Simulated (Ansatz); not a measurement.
Q: Predict a relaxed structure of the cluster B₃⁺ (the lowest singlet isomer of a short search), charge 1, singlet, at PBE-D4/def2-TZVP (Ansatz).

A: 
```csv
atom,x (Å),y (Å),z (Å)
B1,0.4711,0.0753,0.7736
B2,-0.1436,0.7331,-0.5179
B3,-0.3276,-0.8084,-0.2558
```
Point group D3h (tolerance 0.1 Å). This is one stationary point.

The restricted singlet is unstable: a solution with broken spin symmetry lies lower. The structure comes from a short search, and lower isomers may exist.
